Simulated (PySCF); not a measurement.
## Working out the ionisation energy of S

S [Ne] 3s2 3p4 (3P) → S⁺ [Ne] 3s2 3p3 (4S). All numbers are calculated (PySCF 2.14, the spin-free X2C one-electron Hamiltonian (Gaussian nucleus), in dyall-acv3z (19s12p6d4f, 113 functions)). Frozen: [Ne]; the 31 highest virtual orbitals dropped. Energies in hartree (1 hartree = 27.21139 eV):

```csv
part,S (lower),S⁺ (upper)
UHF,-398.597747,-398.258898
CCSD correlation,-0.144496,-0.111991
(T),-0.005370,-0.003853
```

What does Hartree-Fock give?

(-398.258898) − (-398.597747) = 0.338849 hartree = 9.221 eV.

What do CCSD and CCSD(T) give?

The CCSD correlation energies differ by 0.032505 hartree = 0.885 eV and the triples by 0.001517 hartree = 0.041 eV, so CCSD gives 10.106 eV and CCSD(T) 10.147 eV.

Measured between the centres of the two terms (NIST): 10.336 eV, so CCSD(T) (valence) is off by -0.189 eV.

What remains against the reference includes basis incompleteness, the frozen core and higher excitations.
